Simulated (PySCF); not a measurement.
Gas-phase reaction: 2 (CH₃)₃Si ⇌ 2 SiH₂ + C₄H₁₀ (isobutane) + C₂H₄

Method: PySCF energies plus ideal-gas RRHO corrections (1 bar). † marks an energy on the PBE0/def2-TZVP geometry and frequencies; other levels use their own. CCSD(T) freezes the core. 6-31G* has spherical d functions here. Open shells (unrestricted): (CH₃)₃Si (multiplicity 2); the rest are closed-shell singlets. (CH₃)₃Si: computed as isolated molecules; such fragments, hydroxides, amides, oligomers or adducts are transient or little studied in the gas. CCSD(T) isn't extrapolated to the basis-set limit. The harmonic model lacks anharmonicity and excited electronic states, which grow with temperature; levels with a mode under 35 cm⁻¹ are left out. Internal rotation in (CH₃)₃Si, C₄H₁₀ (isobutane) is treated as a harmonic vibration of one conformer, which makes the entropy rough.

```csv
level,"ΔE electronic, kJ","ΔH°(298 K), kJ","ΔS°(298 K), J/K","ΔG°(800 K), kJ"
CCSD(T)/def2-SVP†,358,328,252,134
HF/6-31G*,409,378,255,182
HF/def2-TZVP†,431,401,252,207
M06-2X/def2-TZVP†,453,422,252,229
PBE/def2-SVP,443,413,248,223
PBE/def2-TZVP†,465,435,252,242
PBE0/def2-SVP†,464,433,252,240
LDA/def2-TZVP†,513,482,252,289
```
ΔH° is lowest at CCSD(T)/def2-SVP† and highest at LDA/def2-TZVP†. No reference value is set beside these.
